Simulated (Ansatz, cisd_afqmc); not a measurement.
System: HCl, charge 0, singlet. HCl (chlorane, SMILES Cl).
HTBH set geometry:
```xyz
2

Cl     0.0000     0.0000    -0.0708
H      0.0000     0.0000     1.2036
```
Charge 0, spin multiplicity 1.

Total energies in aug-cc-pV(Q+d)Z, 8 correlated electrons, 5 frozen orbitals. Open shells are spin-unrestricted; no spin-orbit coupling. Cores are frozen in correlated methods. No relativity. The Monte Carlo rows (phaseless AFQMC, CISD trial, step 0.005/hartree) carry one-sigma bars that omit the constraint's bias. Outlying blocks are dropped, and bars are widened where a walk drifts. Over all cases where full CI ran beside it in this data, AFQMC minus full CI had a median of +0.1 mEh and passed +0.4 mEh in a tenth of the cases.

| method | program | energy (Eh) | minus CCSDT(Q) (mEh) |
|---|---|---|---|
| HF | Ansatz | -460.11202 | 254.75 |
| MP2 | Ansatz | -460.33730 | 29.48 |
| CCSD | Ansatz | -460.35591 | 10.87 |
| CCSD(T) | Ansatz | -460.36583 | 0.95 |
| CCSDT(Q) | Ansatz | -460.36677 | 0.00 |
| AFQMC/CISD | cisd_afqmc | -460.3667 ± 0.0001 | 0.1 ± 0.1 |

Rough core times of Ansatz's runs on a shared machine: CCSD(T) under 20 s, CCSDT(Q) 2 min.

Ansatz is a quantum-chemistry and plane-wave program.
